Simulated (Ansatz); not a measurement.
Base system: HgTe in the zinc blende structure (space group F-43m, No. 216; a = 6.573 Å).

All numbers come from r2SCAN in Ansatz (plane waves to 500 eV, PAW, no SOC).

Perturbation: full substitution Hg → Cd; the structure is relaxed again.

Measured lattice parameter a: HgTe 6.46 Å (room temperature; as listed in R. J. Cava et al., Journal of Materials Chemistry C (2013)); CdTe 6.48 Å (room temperature; as listed in M J Lucero, T M Henderson, G E Scuseria, Journal of Physics Condensed Matter (2012)).

### Question
How well does r2SCAN reproduce the measured shift?

### Answer
With r2SCAN the lattice parameter a moves by -0.016 Å (6.573 → 6.557) against +0.020 Å measured, the wrong sign.

Stability against distortions was not tested. All final runs are without spin polarisation.

Ansatz is a first-principles code.
